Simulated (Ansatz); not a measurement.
Relaxation of C2H4N (7 atoms, charge -1, multiplicity 1), to a largest force component of 0.02 eV/Å in at most 50 steps.

Theory: Ansatz, UKS B3LYP-D4/def2-SVP.

```xyz
7
Properties=species:S:1:pos:R:3
C -0.681 0.362 -0.334
C 0.082 -0.667 0.561
N 1.385 -0.429 0.423
H -1.369 0.949 0.291
H -0.037 1.069 -0.888
H -1.298 -0.179 -1.066
H 1.918 -1.104 1.013
```

Question: Where does it end, and by what steps?

Answer: The forces met the threshold. Limits of this set-up: an anion without diffuse functions, the dipole of an ion depends on the origin. After 5 steps the energy has fallen by 0.037 eV; C2 moved furthest, 0.04 Å.

| step | energy less start (eV) | largest force component (eV/Å) | accepted |
| --- | --- | --- | --- |
| 0 | 0.0000 | 1.389 | yes |
| 1 | -0.0334 | 0.354 | yes |
| 2 | -0.0353 | 0.103 | yes |
| 3 | -0.0360 | 0.127 | yes |
| 4 | -0.0368 | 0.021 | yes |
| 5 | -0.0368 | 0.004 | yes |

```xyz
7
Properties=species:S:1:pos:R:3
C -0.675 0.356 -0.329
C 0.111 -0.653 0.548
N 1.391 -0.419 0.418
H -1.381 0.940 0.298
H -0.020 1.073 -0.892
H -1.313 -0.186 -1.059
H 1.886 -1.112 1.018
```

Time of the run: 15 s on 1 thread of Arm Neoverse V1, with other jobs on the host, peak memory 0.13 GiB.
